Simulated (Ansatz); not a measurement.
Rutile SnO₂ was calculated with LDA (Ansatz, a quantum-chemistry and plane-wave program, PAW).

Run with plane-wave cutoff 520 eV, 8×8×10 k mesh (along the axes of the cell as run), Fermi–Dirac smearing 0.01 eV, scalar-relativistic PAW data made under PBE.

Shape and atoms are relaxed at each volume.

Pressure at four volumes; x = ln(V/11.860 Å³). One pressure is withheld.

| V (Å³/atom) | x | P (GPa) |
|---|---|---|
| 11.386 | -0.0408 | 9.21 |
| 11.860 | 0.0000 | -0.02 |
| 12.097 | 0.0198 | -3.83 |
| 12.334 | 0.0392 | ? |

**Question.** Pass a parabola P(x) through the three rows shown, estimate the bulk modulus and its pressure derivative near zero pressure, and predict the withheld pressure.

**Answer.** Slopes between the rows: (-0.02 − (9.21))/(0.0000 − (-0.0408)) = -226.23 and (-3.83 − (-0.02))/(0.0198 − (0.0000)) = -192.42 GPa. Their difference over the span 0.0606 is c = 33.81/0.0606 = 557.9 GPa, so P(x) = 9.21 + (-226.23)(x − (-0.0408)) + 557.9 (x − (-0.0408))(x − (0.0000)). At the middle row B = −dP/dx = −[-226.23 + 557.9 × 0.0408] = 203.5 GPa, and B′ = dB/dP = 2c/B = 5.5. At x = 0.0392 the parabola gives -7.14 GPa; the run gives -7.19 GPa. The Birch–Murnaghan fit to the energies at all volumes has B0 = 203 GPa and B′ = 5.3.

Measured, for comparison: bulk modulus 212 GPa (temperature not stated, not corrected to a static lattice, from measured elastic constants; as tabulated in Toher et al. (2017), arXiv:1611.05714). Computed less measured: bulk modulus -4.2 %.

Spin–orbit coupling is not included.
